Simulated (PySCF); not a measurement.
**Solver options tried on SF**

Aim: find out which solver settings change the answer for SF.

Computed with PySCF 2.14.0. Level: each script names its method and basis.

5 further runs of the same task are left out: 5 that didn't finish.

### 1 Starting geometry

SF: 2 atoms, charge 0, spin multiplicity 2.

Bond lengths: S1–F2 1.600 Å.

### 2 Base script

Input file input.py:

```python
from pyscf import gto, scf, mcscf, mrpt

mol = gto.M(
    atom='S 0 0 0; F 0 0 1.6',
    basis='sbkjc',
    ecp={'S': 'sbkjc', 'F': 'sbkjc'},
    charge=0,
    spin=1,
    verbose=4,
)
mf = scf.ROHF(mol)
mf.kernel()
mc = mcscf.CASSCF(mf, 8, 7)
mc.kernel()
mc.analyze()
mrpt.NEVPT(mc).kernel()
mf.dip_moment()
print('orbital energies (hartree):', mf.mo_energy[..., max(0, mol.nelec[1]-3):mol.nelec[0]+3].round(4))
```

The run is started by

```sh
> OMP_NUM_THREADS=1 python input.py
```

The log of this run is left out.

It gives: E(SCF) = -33.681772 Eh, 10 cycles, E(CAS) − E(SCF) = -0.09711 Eh, NEVPT2 = -0.03453 Eh, μ = 1.86 D (of the SCF density).

The bond length is a typed value, not an optimised one.

### 3 Level shift -0.2 hartree

Run 1 changes level shift: none → -0.2 hartree.

Input file input.py:

```python
from pyscf import gto, scf, mcscf, mrpt

mol = gto.M(
    atom='S 0 0 0; F 0 0 1.6',
    basis='sbkjc',
    ecp={'S': 'sbkjc', 'F': 'sbkjc'},
    charge=0,
    spin=1,
    verbose=4,
)
mf = scf.ROHF(mol)
mf.level_shift = -0.2
mf.kernel()
mc = mcscf.CASSCF(mf, 8, 7)
mc.kernel()
mc.analyze()
mrpt.NEVPT(mc).kernel()
mf.dip_moment()
print('orbital energies (hartree):', mf.mo_energy[..., max(0, mol.nelec[1]-3):mol.nelec[0]+3].round(4))
```

The run is started by

```sh
> OMP_NUM_THREADS=1 python input.py
```

### 4 Convergence threshold 1e-11 hartree

Run 2 changes convergence threshold: default → 1e-11 hartree.

input.py: that of step 2 with these lines changed.

```diff
@@ -11,2 +11,3 @@
 mf = scf.ROHF(mol)
+mf.conv_tol = 1e-11
 mf.kernel()
```

### 5 DIIS space 2

Run 3 changes DIIS space: default → 2.

input.py: that of step 2 with these lines changed.

```diff
@@ -11,2 +11,3 @@
 mf = scf.ROHF(mol)
+mf.diis_space = 2
 mf.kernel()
```

### 6 Second-order solver on

Run 4 changes second-order solver: off → on.

input.py: that of step 2 with these lines changed.

```diff
@@ -11,2 +11,3 @@
 mf = scf.ROHF(mol)
+mf = mf.newton()
 mf.kernel()
```

Before running it: what results should come out? Wanted: for each run, E(SCF); from base; SCF dipole; after the SCF.

As calculated:

| run | E(SCF) (hartree) | from base (eV) | cycles | SCF dipole (D) | after the SCF |
| --- | --- | --- | --- | --- | --- |
| base | -33.681772 | 0 | 10 | 1.86 | NEVPT2 correlation -3.582 eV (from the SCF energy, the CASSCF gain included) |
| level shift -0.2 hartree | -33.681772 | 0.0000 | 12 | 1.86 | NEVPT2 correlation -3.582 eV (from the SCF energy, the CASSCF gain included) |
| convergence threshold 1e-11 hartree | -33.681772 | 0.0000 | 11 | 1.86 | NEVPT2 correlation -3.582 eV (from the SCF energy, the CASSCF gain included) |
| DIIS space 2 | -33.681772 | 0.0000 | 14 | 1.86 | NEVPT2 correlation -3.582 eV (from the SCF energy, the CASSCF gain included) |
| second-order solver on | -33.681772 | 0.0000 | 4 macro | 1.86 | NEVPT2 correlation -3.582 eV (from the SCF energy, the CASSCF gain included) |

Distance from each run's final energy (log10 hartree) by cycle:

| run | cycle 1 | cycle 2 | cycle 3 | cycle 5 | cycle 8 | cycle 12 |
| --- | --- | --- | --- | --- | --- | --- |
| base | -0.4 | -0.6 | -2.2 | -4.2 | -8.9 | done |
| level shift -0.2 hartree | -0.2 | -0.2 | -1.5 | -3.6 | -6.4 | -10.9 |
| convergence threshold 1e-11 hartree | -0.4 | -0.6 | -2.2 | -4.2 | -8.9 | done |
| DIIS space 2 | -0.4 | -0.6 | -2.2 | -4.4 | -6.2 | -8.5 |
| second-order solver on | -1.7 | -6.2 | < -11 | done | done | done |

What this shows: With level shift -0.2 hartree or convergence threshold 1e-11 hartree or DIIS space 2 or second-order solver on the SCF ends at the base energy. The base needs 10 cycles and the run with DIIS space 2 needs 14.
